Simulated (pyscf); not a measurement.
# Routes from silanone (O=SiH₂) + ammonia (NH₃)

Candidate steps break at most two bonds and form at most two. Each was searched with GFN2-xTB (tblite) first. Single points on ωB97X-D3(BJ)/def2-SVP structures (PySCF, gas phase). MP2 and CC: frozen core, UHF for open shells. ΔMP2 is the change of the MP2 total energy from the triple- to the quadruple-zeta basis. Energies: CCSD(T)/def2-TZVPP + ΔMP2(QZVPP), kcal/mol, from the separated reactants, singlet surface; ΔG‡ with ideal gas, 1 atm, RRHO with modes under 100 cm⁻¹ raised to 100, one conformer, R ln 2 for chiral ones without a mode under 150 cm⁻¹.

| products | type | ΔE‡ | ΔE | ΔG‡ 298 K | ΔG‡ 900 K | ν‡ (cm⁻¹) |
|---|---|---|---|---|---|---|
| H₂N–SiH₂–OH | addition across a multiple bond or ene-type step | -18.0 | -60.1 | -7.6 | 14.6 | 1333i |
| HO–SiH: [singlet] + NH₃ | concerted two-bond exchange | 27.1 | -1.1 | 36.7 | 56.4 | 1257i |

Row 1: On the reactant side the descent ends in an adduct with a N–Si contact, 31.8 kcal/mol under the separated species and 10.7 kcal/mol under the saddle at ωB97X-D3(BJ)/def2-TZVP. Row 2: On the reactant side the descent ends in a complex, 5.3 kcal/mol under the separated species and 30.6 kcal/mol under the saddle at ωB97X-D3(BJ)/def2-TZVP. On the product side the descent ends in a bound adduct, 10.2 kcal/mol under the separated species and 35.7 kcal/mol under the saddle at ωB97X-D3(BJ)/def2-TZVP. 

Plain bond fissions and candidates not yet searched are not listed, and one of them may be faster. Each barrier is that of the saddle found; lower ones may exist. The CCSD(T) − MP2 part came from Ansatz, without density fitting, on the same reference.
